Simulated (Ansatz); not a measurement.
C$_{4}$H$_{3}$F, SMILES `C=C=C=CF`. The species carries charge 0 and has multiplicity 1.

```xyz
8

C     1.4671    1.0217   -0.8227
C     0.4904    0.3475   -0.2723
C    -0.4510   -0.3097    0.2548
C    -1.4367   -0.9447    0.8335
F    -1.7681   -2.1984    0.5103
H     1.6873    2.0382   -0.5157
H     2.0808    0.5803   -1.6000
H    -2.0698   -0.5350    1.6122
```

What are the harmonic wavenumbers in cm⁻¹ at PBE0-D4/def2-TZVP (Ansatz, finite differences of forces, unscaled)? (An estimate is asked.)

Ansatz gave: 136, 201, 349, 529, 577, 590, 848, 860, 923, 1009, 1171, 1330, 1435, 1727, 2227, 3155, 3209, 3238.

Is this a minimum?

Yes, all 18 modes are real.

Give the ideal-gas thermochemistry at 298.15 K and 1 bar (rigid rotor, harmonic oscillator; point group Cs, symmetry number 1).

Zero-point energy 140.6 kJ/mol; H(298) − E = 156.8 kJ/mol; entropy 301.1 J/(mol·K), of which translation 161.9, rotation 104.3, vibration 35.0; G(298) − E = 67.0 kJ/mol.

And at 400, 500, 600, 800 and 1000 K?


```tsv
T (K)	H − E (kJ/mol)	S (J/mol/K)	G − E (kJ/mol)
400	165.7	326.8	35.0
500	175.9	349.4	1.2
600	187.2	369.9	-34.8
800	212.2	405.9	-112.5
1000	239.9	436.7	-196.8
```
